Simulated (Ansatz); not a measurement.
The inner images of a band of FH3Si (5 atoms, charge 0, multiplicity 1) are given out of order.

Theory: RKS PBE-D4/def2-SVP (Ansatz 0.2.0).

Initial state:

```xyz
5
Properties=species:S:1:pos:R:3
Si 0.247 0.000 0.138
F 0.313 0.000 1.775
H 1.648 0.000 -0.401
H -0.482 1.231 -0.316
H -0.482 -1.231 -0.316
```

Final state:

```xyz
5
Properties=species:S:1:pos:R:3
Si 0.067 0.000 -0.683
F 1.078 0.000 1.274
H 1.885 0.000 0.770
H -0.894 1.118 -0.241
H -0.894 -1.118 -0.241
```

**Question.** Put them in order from the first end to the last, with their energies above the first end.
A.
```xyz
5
Properties=species:S:1:pos:R:3
Si 0.229 -0.002 -0.155
F 0.739 0.005 1.532
H 1.694 -0.009 0.232
H -0.701 1.182 -0.372
H -0.717 -1.176 -0.357
```
B.
```xyz
5
Properties=species:S:1:pos:R:3
Si 0.236 0.000 0.047
F 0.534 0.003 1.664
H 1.725 -0.005 -0.097
H -0.623 1.181 -0.370
H -0.630 -1.179 -0.364
```
C.
```xyz
5
Properties=species:S:1:pos:R:3
Si 0.213 -0.001 -0.287
F 0.867 0.001 1.479
H 1.657 0.000 0.356
H -0.746 1.176 -0.335
H -0.747 -1.177 -0.333
```
D.
```xyz
5
Properties=species:S:1:pos:R:3
Si 0.231 -0.001 -0.039
F 0.636 0.004 1.590
H 1.723 -0.008 0.072
H -0.668 1.182 -0.376
H -0.680 -1.177 -0.367
```
E.
```xyz
5
Properties=species:S:1:pos:R:3
Si 0.183 0.000 -0.421
F 0.989 0.000 1.421
H 1.630 -0.001 0.484
H -0.778 1.172 -0.303
H -0.780 -1.171 -0.302
```
F.
```xyz
5
Properties=species:S:1:pos:R:3
Si 0.130 0.000 -0.580
F 1.071 0.000 1.368
H 1.722 0.000 0.630
H -0.840 1.144 -0.269
H -0.840 -1.144 -0.269
```
G.
```xyz
5
Properties=species:S:1:pos:R:3
Si 0.245 0.000 0.106
F 0.426 0.001 1.733
H 1.697 -0.001 -0.260
H -0.562 1.192 -0.350
H -0.563 -1.191 -0.349
```

**Answer.** G (+2.5 kcal/mol), B (+11.1 kcal/mol), D (+27.2 kcal/mol), A (+49.1 kcal/mol), C (+68.1 kcal/mol), E (+74.8 kcal/mol), F (+72.6 kcal/mol).

Run time: 19 s on 1 thread of Intel(R) Xeon(R) 6975P-C (Granite Rapids) (shared host), peak memory 0.11 GiB.
